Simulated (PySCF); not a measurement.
## Working out the ionisation energy of Ne

Ne [Ne] (1S) → Ne⁺ [He] 2s2 2p5 (2P). Calculation: PySCF 2.14, in x2c-QZVPPall with one added diffuse shell each of s, p, d, f type (8s5p4d3f1g, 73 functions); scalar relativity by spin-free X2C-1e. Frozen: 1s2. Energies in hartree (1 hartree = 27.21139 eV):

```json
{"part": "UHF", "Ne (lower)": "-128.684507", "Ne⁺ (upper)": "-127.962784"}
{"part": "CCSD correlation", "Ne (lower)": "-0.292524", "Ne⁺ (upper)": "-0.227328"}
{"part": "(T)", "Ne (lower)": "-0.005643", "Ne⁺ (upper)": "-0.003043"}
```

What does Hartree-Fock give?

(-127.962784) − (-128.684507) = 0.721723 hartree = 19.639 eV.

What do CCSD and CCSD(T) give?

The CCSD correlation energies differ by 0.065196 hartree = 1.774 eV and the triples by 0.002600 hartree = 0.071 eV, so CCSD gives 21.413 eV and CCSD(T) 21.484 eV.

Measured between the centres of the two terms (NIST): 21.597 eV, so CCSD(T) (valence) is off by -0.113 eV.

What remains against the reference includes basis incompleteness, the frozen core and higher excitations.
